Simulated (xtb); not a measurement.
C$_{2}$H$_{3}$O, charge +2, doublet, at a GFN2-xTB geometry of the parent state (a state made from the parent by changing its charge; the spin is typed, not shown lowest); xtb with GFN2-xTB.

The xtb input:
```
$ xtb mol.xyz --gfn 2 --chrg 2 --uhf 1 --json

# file mol.xyz
6

C     -0.98280623    -0.64031730     0.00918186
C      0.00892753     0.45680593     0.00356209
H     -0.51469410    -1.62955370    -0.00565307
H     -1.60234727    -0.53869636     0.89822118
H     -1.62802750    -0.52448715    -0.85962290
O      1.19854263     0.47422569    -0.01367611
```

Output, abridged:

```
   ID    Z sym.   atoms
    1    6 C      1, 2
    2    1 H      3-5
    3    8 O      6

           -------------------------------------------------
          |                Calculation Setup                |
           -------------------------------------------------

           -------------------------------------------------
          |                 G F N 2 - x T B                 |
           -------------------------------------------------

          ...................................................
          :                      SETUP                      :
          :.................................................:
          :  # basis functions                  15          :
          :  # atomic orbitals                  15          :
          :  # shells                            9          :
          :  # electrons                        15          :
          :  max. iterations                   250          :
          :  Hamiltonian                  GFN2-xTB          :
          :  restarted?                      false          :
          :  GBSA solvation                  false          :
          :  PC potential                    false          :
          :  electronic temp.          300.0000000     K    :
          :  accuracy                    1.0000000          :
          :  -> integral cutoff          0.2500000E+02      :
          :  -> integral neglect         0.1000000E-07      :
          :  -> SCF convergence          0.1000000E-05 Eh   :
          :  -> wf. convergence          0.1000000E-03 e    :
          :  Broyden damping             0.4000000          :
          :  net charge                          2          :
          :  unpaired electrons                  1          :
          ...................................................

 iter      E             dE          RMSdq      gap      omega  full diag
   1     -8.4386937 -0.843869E+01  0.659E+00    4.41       0.0  T
   2     -8.4481015 -0.940790E-02  0.510E+00    3.24       1.0  T
   3     -8.5184337 -0.703322E-01  0.286E+00    4.08       1.0  T
   4     -8.5193441 -0.910382E-03  0.795E-01    4.26       1.0  T
   5     -8.5230837 -0.373961E-02  0.501E-01    4.03       1.0  T
   6     -8.5231963 -0.112560E-03  0.381E-01    4.04       1.0  T
   7     -8.5232712 -0.749098E-04  0.966E-02    4.04       1.0  T
   8     -8.5232631  0.808688E-05  0.599E-02    4.04       1.0  T
   9     -8.5232780 -0.148588E-04  0.823E-03    4.05       5.0  T
  10     -8.5232780 -0.320491E-07  0.464E-03    4.05       8.8  T
  11     -8.5232781 -0.875412E-07  0.146E-03    4.05      28.0  T
  12     -8.5232781 -0.711902E-08  0.949E-04    4.05      43.0  T
  13     -8.5232781 -0.224954E-09  0.112E-04    4.05     363.2  T

   *** convergence criteria satisfied after 13 iterations ***

         :::::::::::::::::::::::::::::::::::::::::::::::::::::
         ::                     SUMMARY                     ::
         :::::::::::::::::::::::::::::::::::::::::::::::::::::
         :: total energy              -8.411230049885 Eh    ::
         :: gradient norm              0.243712824648 Eh/a0 ::
         :: HOMO-LUMO gap              4.049362103757 eV    ::
         ::.................................................::
         :: SCC energy                -8.523278032318 Eh    ::
         :: -> isotropic ES            0.548767358328 Eh    ::
         :: -> anisotropic ES         -0.041685004255 Eh    ::
         :: -> anisotropic XC          0.005656153428 Eh    ::
         :: -> dispersion             -0.000917683189 Eh    ::
         :: repulsion energy           0.112047982434 Eh    ::
         :: add. restraining           0.000000000000 Eh    ::
         :: total charge               2.000000000000 e     ::
         :::::::::::::::::::::::::::::::::::::::::::::::::::::

           -------------------------------------------------
          |                Property Printout                |
           -------------------------------------------------

    * Orbital Energies and Occupations

         #    Occupation            Energy/Eh            Energy/eV
      -------------------------------------------------------------
         1        2.0000           -1.3360769             -36.3565
         2        2.0000           -1.2464766             -33.9184
         3        2.0000           -1.1662451             -31.7351
         4        2.0000           -1.1629152             -31.6445
         5        2.0000           -1.1433787             -31.1129
         6        2.0000           -1.1025029             -30.0006
         7        1.8760           -1.0546738             -28.6991
         8        1.1240           -1.0509587             -28.5980 (HOMO)
         9                         -0.9021473             -24.5487 (LUMO)
        10                         -0.8533331             -23.2204
        11                         -0.4340545             -11.8112
        12                         -0.3693013             -10.0492
        13                         -0.3296382              -8.9699
        14                         -0.3180791              -8.6554
        15                          0.0751868               2.0459
      -------------------------------------------------------------
                  HL-Gap            0.1488113 Eh            4.0494 eV
             Fermi-level           -1.0146846 Eh          -27.6110 eV

     #   Z          covCN         q      C6AA      α(0)
     1   6 C        3.752    -0.049    21.513     6.614
     2   6 C        1.834     0.424    22.113     7.597
     3   1 H        0.924     0.444     0.405     0.995
     4   1 H        0.925     0.412     0.455     1.055
     5   1 H        0.925     0.412     0.455     1.055
     6   8 O        0.856     0.358    11.085     4.464

 Mol. C6AA /au·bohr⁶  :        213.529478
 Mol. C8AA /au·bohr⁸  :       5168.573808
 Mol. α(0) /au        :         21.780992

Wiberg/Mayer (AO) data.
largest (>0.10) Wiberg bond orders for each atom

 ---------------------------------------------------------------------------
     #   Z sym  total        # sym  WBO       # sym  WBO       # sym  WBO
 ---------------------------------------------------------------------------
     1   6 C    3.422 --     2 C    1.222     5 H    0.690     4 H    0.690
                             3 H    0.644     6 O    0.175
     2   6 C    3.846 --     6 O    2.524     1 C    1.222
     3   1 H    0.764 --     1 C    0.644
     4   1 H    0.779 --     1 C    0.690
     5   1 H    0.779 --     1 C    0.690
     6   8 O    2.805 --     2 C    2.524     1 C    0.175
 ---------------------------------------------------------------------------

Topologies differ in total number of bonds
Writing topology from bond orders to xtbtopo.mol

molecular dipole:
                 x           y           z       tot (Debye)
 q only:       -2.037      -1.447       0.018
   full:       -2.134      -1.214       0.021       6.240
molecular quadrupole (traceless):
                xx          xy          yy          xz          yz          zz
 q only:        5.835       6.712      -0.445      -0.110      -0.058      -5.390
  q+dip:        5.891       6.094      -0.112      -0.121      -0.043      -5.779
   full:        4.793       5.642       0.293      -0.099      -0.039      -5.086

           -------------------------------------------------
          | TOTAL ENERGY               -8.411230049885 Eh   |
          | GRADIENT NORM               0.243712824648 Eh/α |
          | HOMO-LUMO GAP               4.049362103757 eV   |
           -------------------------------------------------

normal termination of xtb
```
